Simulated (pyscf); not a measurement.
Single points on ωB97X-D3(BJ)/def2-SVP structures (PySCF, gas phase).

Task: H₂N–GaH–Cl (SMILES [NH2][GaH][Cl]) -> Cl–Ga (SMILES [Cl][Ga]) [singlet] + NH₃ (SMILES N)
Surface: singlet. Broken: Ga–N, Ga–H. Formed: H–N. Give ΔE‡ and ΔE from B3LYP-D3(BJ)/def2-TZVP, relative to the reactant's lowest minimum found.

Result: ΔE‡ = 2.45 eV, ΔE = +0.17 eV. CCSD(T)/def2-TZVPP + ΔMP2(QZVPP) gives 2.62 eV and +0.43 eV. Zero-point energy shifts the barrier by -0.06 eV. It is a 1,1-elimination, with an imaginary mode of 1458i cm⁻¹. On the product side the descent ends in a bound adduct, 0.55 eV under the separated species and 2.88 eV under the saddle at ωB97X-D3(BJ)/def2-TZVP. At ωB97X-D3(BJ) the barrier from the zero used here is 2.83 eV. One saddle was located; it need not be the lowest between these sides. The CCSD(T) − MP2 part came from Ansatz, without density fitting, on the same reference. The frozen core leaves the outer d or s,p core shells of the metals and heavy elements correlated in the MP2 and CC values, and def2-TZVPP describes them poorly, which can shift differences by a few kcal/mol. Elements up to Kr have no core potential and no relativistic terms here.
